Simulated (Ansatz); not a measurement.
`FC1=CN1` + H₂O → `OC1=CN1` + H–F at 400 K and 1 bar (formal hydrolysis of a C–F bond).

Gas-phase electronic energies from Ansatz, PBE0-D4/def2-TZVP geometries. CCSD(T)/CBS adds triple-zeta CCSD(T) − MP2 to the extrapolated MP2 energy (def2 sets, frozen cores). This one scheme is used for every species. Each species was taken in one conformer, which may not be the lowest.

| species | CCSD(T)/CBS energy (Eh) | H − E (kJ/mol) | S (J/(mol·K)) |
| --- | --- | --- | --- |
| `FC1=CN1` | -231.64140 | 116.9 | 291.0 |
| H₂O | -76.37941 | 69.8 | 198.6 |
| `OC1=CN1` | -207.63901 | 151.1 | 299.3 |
| H–F | -100.39570 | 36.5 | 182.2 |

H − E and S are ideal-gas, rigid-rotor, harmonic terms from PBE0-D4/def2-TZVP, for one conformer and one mirror image of each species. 1 Eh = 2625.50 kJ/mol, R = 8.31446 J/(mol·K).

By hand: ΔE, ΔH, ΔS and ΔG.

ΔE = (-207.63901) + (-100.39570) − (-231.64140) − (-76.37941) = -0.01390 Eh = -36.5 kJ/mol. Δ(H − E) = 151.1 + 36.5 − 116.9 − 69.8 = 0.9, so ΔH = -35.6 kJ/mol. ΔS = 299.3 + 182.2 − 291.0 − 198.6 = -8.1 J/(mol·K). ΔG = -35.6 − 400 × (-8.1)/1000 = -32.4 kJ/mol.

By hand: the equilibrium constant, and the temperature at which ΔG would vanish if ΔH and ΔS stayed fixed.

log₁₀ K = −ΔG/(RT ln 10) = 4.2. ΔG = 0 at ΔH/ΔS = 4395 K, far beyond where these terms or the molecules hold.

The number of gas molecules stays the same, so ΔS is small and ΔH decides. A doubt of 5 kJ/mol in ΔE shifts log₁₀ K by 0.7 here. Other conformers and mirror images would add mixing entropy, several J/(mol·K) or more a flexible species. These are equilibria of isolated gas molecules and say nothing of rates. Largest T1 diagnostic: 0.014 (customary marks: 0.02 for closed shells, 0.045 for open ones).
